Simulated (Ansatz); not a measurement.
A run of Ansatz (development build ahead of 0.2.0) on singlet HCl at this shape:

```
atom    x (Å)   y (Å)    z (Å)
   H  -0.0098  0.0011  -1.2151
  Cl  -0.0069  0.0052   0.0765
```

Its results:

```yaml
Converged: yes
Reference_energy: -455.13564 hartree
Correlation_energy: -0.01314 hartree
Total_energy: -455.14879 hartree
Spin_squared_of_the_determinant: 0.000
```

Q: Which input gives this output? Name the method, the orbitals and the basis set, and write the input.

A: RHF-MP2 in STO-3G. An unrestricted run that stays on the closed shell gives the same numbers.

```yaml
crystal:
  periodic: [false, false, false]
  atoms:
    - { symbol: H, position_ang: [-0.00985, 0.00111, -1.21511] }
    - { symbol: Cl, position_ang: [-0.00686, 0.00521, 0.07647] }
basis:
  gaussian: { orbitals: STO-3G }
hamiltonian:
  xc: hf
correlation:
  method: mp2
  frozen_orbitals: { Cl: 5, H: 0 }
```
